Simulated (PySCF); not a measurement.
Cl2, SMILES ClCl.

Geometry optimised at B3LYP-D3(BJ)/def2-TZVPD.

Computed with PySCF with PBE/def2-TZVPD.

Isolated molecule, no solvent.

| Item | Value |
|---|---|
| total energy | -920.02329 hartree |
| point group | D∞h |
| highest occupied level | -7.36 eV |
| lowest empty level | -4.44 eV |
| orbital gap | 2.93 eV |
| dipole moment | 0.000 e·Å |
| quadrupole, principal values (traceless, Buckingham form, about the centre of nuclear charge) | -1.63, -1.63, 3.25 D·Å |
| mean static polarisability | 31.9 bohr³ (4.72 Å³) |
| polarisability, principal values | 26.2, 26.2, 43.1 bohr³ |
